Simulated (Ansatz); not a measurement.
Molecular dynamics of CH4FSi

input.yaml

```yaml
crystal:
  periodic: [false, false, false]
  atoms:
    - { symbol: C, position_ang: [-0.651507, 0.393758, -0.301312] }
    - { symbol: Si, position_ang: [0.927619, -0.591817, -0.107698] }
    - { symbol: F, position_ang: [0.635627, -1.840823, 0.906427] }
    - { symbol: H, position_ang: [-1.45298, -0.216227, -0.744552] }
    - { symbol: H, position_ang: [-0.480531, 1.26684, -0.950069] }
    - { symbol: H, position_ang: [-0.993742, 0.751715, 0.684307] }
    - { symbol: H, position_ang: [2.015514, 0.236563, 0.512898] }
magnetization:
  spin_polarized: true
  initial_magnetization: 1
basis:
  gaussian: { orbitals: def2-SVP }
hamiltonian:
  xc: pbe0
  dispersion: d4
md:
  timestep: 2.0
  n_steps: 40
  ensemble: nvt_langevin
  temperature: 1500.0
  initial_velocities: maxwell_boltzmann
  seed: 371670
  friction: 0.001
```

Command:

```bash
$ ansatz run input.yaml --threads 1 --pin off --max-ram 2048MiB --backend cpu --events-out ev --progress --plain --runs-dir out
```

It starts from a relaxed structure.

Output, in part (step lines, the closing report, with atoms numbered from 0):

```
md step     0: t =     0.00 fs  T =  1285.7 K  F+E_penalty+E_count = -11684.31711897 eV  E_kin = 1.163340 eV  (26 SCF iters)
[... lines left out ...]
Total energy: -11683.54148450 eV, -429.3622301664 hartree
Atom 0 at    -1.064804     0.271613    -0.028734 Å, force    -1.051223    -1.349067     0.592979 eV/Å
Atom 1 at     0.635595    -0.585959    -0.446974 Å, force    -2.371800    -1.377328     1.109374 eV/Å
Atom 2 at     1.205728    -1.212306     0.976310 Å, force     0.006011     0.491324    -0.620299 eV/Å
Atom 3 at    -2.055163    -0.091455    -0.439739 Å, force     1.068057    -0.864940    -0.023472 eV/Å
Atom 4 at    -1.084428     1.201423    -0.636343 Å, force     0.380224     0.685633     1.381607 eV/Å
Atom 5 at    -1.307299     0.133381     1.131040 Å, force     0.897804     1.387135    -2.150530 eV/Å
Atom 6 at     1.521296     0.337128    -1.077135 Å, force     1.070926     1.027244    -0.289660 eV/Å
Dipole moment:    -0.220198     0.210090    -0.230872 e Å
```

The steps, from the saved trajectory:

```json
{"time (fs)": "0.0", "T (K)": "1286", "potential energy less start (eV)": "0.000"}
{"time (fs)": "2.0", "T (K)": "990", "potential energy less start (eV)": "0.299"}
{"time (fs)": "4.0", "T (K)": "813", "potential energy less start (eV)": "0.535"}
{"time (fs)": "6.0", "T (K)": "692", "potential energy less start (eV)": "0.606"}
{"time (fs)": "8.0", "T (K)": "480", "potential energy less start (eV)": "0.867"}
{"time (fs)": "10.0", "T (K)": "625", "potential energy less start (eV)": "0.693"}
{"time (fs)": "12.0", "T (K)": "669", "potential energy less start (eV)": "0.709"}
{"time (fs)": "14.0", "T (K)": "723", "potential energy less start (eV)": "0.669"}
{"time (fs)": "16.0", "T (K)": "702", "potential energy less start (eV)": "0.663"}
{"time (fs)": "18.0", "T (K)": "631", "potential energy less start (eV)": "0.755"}
{"time (fs)": "20.0", "T (K)": "850", "potential energy less start (eV)": "0.501"}
{"time (fs)": "22.0", "T (K)": "966", "potential energy less start (eV)": "0.453"}
{"time (fs)": "24.0", "T (K)": "1019", "potential energy less start (eV)": "0.387"}
{"time (fs)": "26.0", "T (K)": "1001", "potential energy less start (eV)": "0.418"}
{"time (fs)": "28.0", "T (K)": "881", "potential energy less start (eV)": "0.560"}
{"time (fs)": "30.0", "T (K)": "778", "potential energy less start (eV)": "0.594"}
{"time (fs)": "32.0", "T (K)": "502", "potential energy less start (eV)": "0.889"}
{"time (fs)": "34.0", "T (K)": "634", "potential energy less start (eV)": "0.732"}
{"time (fs)": "36.0", "T (K)": "782", "potential energy less start (eV)": "0.595"}
{"time (fs)": "38.0", "T (K)": "831", "potential energy less start (eV)": "0.575"}
{"time (fs)": "40.0", "T (K)": "960", "potential energy less start (eV)": "0.418"}
{"time (fs)": "42.0", "T (K)": "797", "potential energy less start (eV)": "0.705"}
{"time (fs)": "44.0", "T (K)": "956", "potential energy less start (eV)": "0.498"}
{"time (fs)": "46.0", "T (K)": "786", "potential energy less start (eV)": "0.706"}
{"time (fs)": "48.0", "T (K)": "732", "potential energy less start (eV)": "0.823"}
{"time (fs)": "50.0", "T (K)": "986", "potential energy less start (eV)": "0.506"}
{"time (fs)": "52.0", "T (K)": "804", "potential energy less start (eV)": "0.712"}
{"time (fs)": "54.0", "T (K)": "788", "potential energy less start (eV)": "0.716"}
{"time (fs)": "56.0", "T (K)": "734", "potential energy less start (eV)": "0.859"}
{"time (fs)": "58.0", "T (K)": "789", "potential energy less start (eV)": "0.890"}
{"time (fs)": "60.0", "T (K)": "1215", "potential energy less start (eV)": "0.438"}
{"time (fs)": "62.0", "T (K)": "1176", "potential energy less start (eV)": "0.531"}
{"time (fs)": "64.0", "T (K)": "1066", "potential energy less start (eV)": "0.631"}
{"time (fs)": "66.0", "T (K)": "915", "potential energy less start (eV)": "0.858"}
{"time (fs)": "68.0", "T (K)": "741", "potential energy less start (eV)": "1.057"}
{"time (fs)": "70.0", "T (K)": "897", "potential energy less start (eV)": "0.858"}
{"time (fs)": "72.0", "T (K)": "1044", "potential energy less start (eV)": "0.747"}
{"time (fs)": "74.0", "T (K)": "1116", "potential energy less start (eV)": "0.658"}
{"time (fs)": "76.0", "T (K)": "1091", "potential energy less start (eV)": "0.712"}
{"time (fs)": "78.0", "T (K)": "874", "potential energy less start (eV)": "1.013"}
{"time (fs)": "80.0", "T (K)": "1085", "potential energy less start (eV)": "0.776"}
```

All steps were run. The mean temperature of the second half is 38 % below the set value. A step of 2 fs is long for free X–H stretches (periods near 10 fs) and can bias their spread and the temperature. A run of 0.08 ps of so small a system gives no equilibrium averages.

The same pairs are bonded in the first frame and the last. Pairs count as bonded within 1.25 times the sum of covalent radii (0.12 Å more for H–H).

Last frame:

```xyz
7
Properties=species:S:1:pos:R:3
C -1.065 0.272 -0.029
Si 0.636 -0.586 -0.447
F 1.206 -1.212 0.976
H -2.055 -0.091 -0.440
H -1.084 1.201 -0.636
H -1.307 0.133 1.131
H 1.521 0.337 -1.077
```

Time of the run: 3.1 min on 1 thread of Arm Neoverse N1 (shared host), peak memory 0.15 GiB.
